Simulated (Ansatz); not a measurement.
**Strength of the C–C bond: C5H9N → C4H9 + CN**

Species: C5H9N (2-methylbutanenitrile) `CCC(C)C#N`, singlet; C4H9 (2-butyl radical) `C[CH]CC`, doublet; CN, doublet. 

Shapes, held fixed at every level: PBE0-D4/def2-TZVP. Flexible molecules stand in one conformer, not always the lowest. Programs: Ansatz 0.2.0. The zero-point and thermal change to 298 K, harmonic and unscaled (PBE0-D4/def2-TZVP), is -18.8 kJ/mol.

```json
{"level": "HF/def2-SVP", "kind": "Hartree–Fock", "ΔH(298 K) (kJ/mol)": "+393.1"}
{"level": "r2SCAN-D4/def2-TZVPP", "kind": "meta-GGA", "ΔH(298 K) (kJ/mol)": "+480.5"}
{"level": "BHLYP-D4/def2-TZVPP", "kind": "global hybrid", "ΔH(298 K) (kJ/mol)": "+507.6"}
{"level": "PBE0-D4/def2-TZVPP", "kind": "global hybrid", "ΔH(298 K) (kJ/mol)": "+509.6"}
{"level": "r2SCAN0-D4/def2-TZVPP", "kind": "global hybrid", "ΔH(298 K) (kJ/mol)": "+491.1"}
{"level": "wB97M-V/def2-TZVPP", "kind": "range-separated hybrid", "ΔH(298 K) (kJ/mol)": "+528.1"}
{"level": "B2PLYP/def2-TZVPP", "kind": "double hybrid", "ΔH(298 K) (kJ/mol)": "+497.5"}
```

B2PLYP/def2-TZVPP gives ΔH(298 K) = +497.5 kJ/mol; the levels span +393.1 to +528.1. The median of the levels is +497.5. Hartree–Fock misses the correlation of the pair that is broken and comes out low. No measured value is set beside it here. Spin contamination: CN (⟨S²⟩ up to 1.11). Open shells run unrestricted unless RO is named.
